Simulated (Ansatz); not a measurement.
# Worked example: building the atomization energy of C₃H₄, singlet

Measured: the G2/97 heats of formation, with zero-point and thermal terms from B3LYP taken off, give an electronic atomization energy of 703.3 kcal/mol (Curtiss et al., J. Chem. Phys. 106, 1063 (1997); Staroverov et al., J. Chem. Phys. 119, 12129 (2003)). The calculation below tries to reproduce it.

Geometry (MP2(full)/6-31G*, from the G2/97 set):

```tsv
atom	x (Å)	y (Å)	z (Å)
C	0.0000	0.0000	0.0000
C	0.0000	0.0000	1.3112
C	0.0000	0.0000	-1.3112
H	0.0000	0.9268	1.8766
H	0.0000	-0.9268	1.8766
H	0.9268	0.0000	-1.8766
H	-0.9268	0.0000	-1.8766
```

Atomization energies (atoms less molecule, kcal/mol) from Ansatz 0.2.0, frozen cores, restricted molecule, unrestricted atoms, sets cc-pVDZ, cc-pVTZ, cc-pVQZ:

| level | DZ | TZ | QZ |
| --- | --- | --- | --- |
| HF | 511.71 | 521.42 | 522.49 |
| CCSD(T) | 650.88 | 685.26 | 694.85 |
| CCSDT | 650.81 | 684.64 | – |
| CCSDT(Q) | 651.50 | 685.47 | – |

Q: Extrapolate Hartree–Fock with exp(−5.46 √X) and the CCSD(T) correlation part with X⁻³ (X = 3, 4), add each higher step from the largest set that has it, and compare with the measured value.

A: Hartree–Fock: 522.49 + (522.49 − 521.42) × 0.301 = 522.81.
Correlation: TZ 163.84, QZ 172.36; (64 × 172.36 − 27 × 163.84) / 37 = 178.58.
Full triples (TZ): 684.64 − 685.26 = -0.62.
(Q) (TZ): 685.47 − 684.64 = 0.83.
Sum: 701.6 kcal/mol, 1.7 below the measured 703.3.

The steps beyond CCSD(T) add 0.21 kcal/mol, while going from QZ to the limit adds 6.54. Core correlation, scalar relativity, spin–orbit terms and the relaxation from this MP2 geometry are missing from the sum, and the measured value has its own uncertainty.
